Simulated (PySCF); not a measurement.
Geometry (Å), atoms numbered from 1 in this order:
```xyz
6

N     2.1396   -0.4497    0.0326
C     1.0539   -0.0498   -0.0289
C    -0.3143    0.4182   -0.1058
N    -1.3400   -0.3272   -0.0998
H    -0.4379    1.5098   -0.1741
H    -1.0773   -1.3165   -0.0319
```

[PySCF 2.14.0 with density-fitted response routines: σ from GIAO-B3LYP/pcSseg-2; geometry: PBE0-D3(BJ)/def2-SVP; single conformer; no solvent; relativity neglected]

References, each an isolated molecule treated in the same way: $^{13}$C (σ = 179.19 ppm), $^{1}$H (σ = 31.39 ppm) vs TMS; $^{15}$N (σ = 258.52 ppm) vs NH3.

```
atoms   nucleus  count  δ (ppm)
   N4  $^{15}$N      1    417.9
   C2  $^{13}$C      1    118.9
   H6   $^{1}$H      1        ?
   C3  $^{13}$C      1    154.2
   H5   $^{1}$H      1     7.60
   N1  $^{15}$N      1        ?
```

Complete the table.

## Answers


- H6: 11.91 ppm, hydrogen on a nitrogen bonded to C
- N1: 315.7 ppm, nitrogen bonded to C

The OH or NH signal is concentration- and solvent-dependent in practice; the value given is the gas-phase one. Shifts are as computed. Against solution values, carbons near 30 ppm lie about +3 ppm off and those near 130 ppm about +8 ppm. Of 1211 compounds with measured shifts, 218 miss one by over three times the rms of a fit or turn the order of signals round; such compounds aren't used in these exercises. Experimental scales use liquid or dissolved standards, which lie at an offset from isolated NH3 (liquid NH3: subtract about 20 ppm). Unscaled 15N shifts of sp2 nitrogen come out 20 to 40 ppm too high even then.
